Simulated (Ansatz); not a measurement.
```yaml
crystal:
  periodic: [false, false, false]
  atoms:
    - {symbol: C, position_ang: [-1.365588, -0.297422, -0.044543]}
    - {symbol: C, position_ang: [0.106298, -0.113551, 0.190659]}
    - {symbol: O, position_ang: [0.455481, -0.840133, 1.347331]}
    - {symbol: C, position_ang: [0.850851, 1.116258, -0.158410]}
    - {symbol: C, position_ang: [1.098796, 0.068962, -0.891145]}
    - {symbol: H, position_ang: [-1.683192, 0.247728, -0.933021]}
    - {symbol: H, position_ang: [-1.934830, 0.063734, 0.815484]}
    - {symbol: H, position_ang: [-1.598892, -1.356830, -0.176199]}
    - {symbol: H, position_ang: [1.397460, -0.721504, 1.497016]}
    - {symbol: H, position_ang: [1.070928, 2.148609, 0.068764]}
    - {symbol: H, position_ang: [1.667888, -0.372850, -1.695337]}
basis:
  gaussian: {orbitals: def2-mTZVP, point_charges: [{charge: 0.50, position_ang: [4.847, 0.463, -0.365]}]}
hamiltonian: {xc: {name: PBE-QIDH}}
accuracy: high
scf: {lower_state_search: off}
output: {forces: true}
```

```sh
$ ansatz run in.yaml --threads 4 --pin off --events-out ev --progress --plain --max-ram 10444MiB
```

Output, abridged:

```
Functional definition: PBE-QIDH
2503 factors; integrals over basis functions are off by at most 3.7e-9 eV
mean field evaluation 1: about -6269.8456 eV, gradient 4.6e1 eV
mean field evaluation 2: about -6269.9817 eV, gradient 4.6e1 eV
mean field evaluation 4: about -6274.5344 eV, gradient 4.8e0 eV
mean field evaluation 8: about -6274.5836 eV, gradient 2.3e-1 eV
mean field evaluation 16: about -6274.5837 eV, gradient 1.6e-4 eV
mean field -6274.58371348 eV, -230.5866984048 hartree, gradient 4.8e-8 eV, S^2 0.000000; 0 other end points of the search recorded, 0 dependent functions left out
5 core orbitals not correlated: weight in the atoms' cores, before any rotation towards them, 1.000 or more for the frozen orbitals, at most 0.000 for the correlated occupied ones
reference -6274.58371467 eV, -230.5866984484 hartree; 14, 14 occupied and 99, 99 virtual orbitals, 2503 factors
second order -22.71136100 eV of doubles, -0.00000000 eV of singles
Total energy: -6282.15416833 eV, -230.8649074891 hartree
Atom 0 at    -1.365588    -0.297422    -0.044543 Å, force    -0.064192    -0.001287    -0.019231 eV/Å
Atom 1 at     0.106298    -0.113551     0.190659 Å, force    -0.134516    -0.034297    -0.011166 eV/Å
Atom 2 at     0.455481    -0.840133     1.347331 Å, force     0.065109     0.083276    -0.122073 eV/Å
Atom 3 at     0.850851     1.116258    -0.158410 Å, force     0.057770     0.154732     0.124449 eV/Å
Atom 4 at     1.098796     0.068962    -0.891145 Å, force     0.139313    -0.148064    -0.051771 eV/Å
Atom 5 at    -1.683192     0.247728    -0.933021 Å, force     0.048931    -0.083668     0.137411 eV/Å
Atom 6 at    -1.934830     0.063734     0.815484 Å, force     0.125316    -0.055974    -0.145172 eV/Å
Atom 7 at    -1.598892    -1.356830    -0.176199 Å, force     0.066081     0.184524     0.023764 eV/Å
Atom 8 at     1.397460    -0.721504     1.497016 Å, force    -0.060359    -0.036003     0.076051 eV/Å
Atom 9 at     1.070928     2.148609     0.068764 Å, force    -0.080857    -0.101113    -0.033011 eV/Å
Atom 10 at     1.667888    -0.372850    -1.695337 Å, force    -0.137047     0.028555     0.024940 eV/Å
Dipole moment:     0.091205     0.210524    -0.211863 e Å
Checks for a lower state left out: starts, cluster_reference, orbital_swaps, neighbouring_geometries, increment
```

Hardware: 4 threads of an Arm Neoverse V2 on a shared host. Wall time 12 s, peak host memory 0.62 GiB.
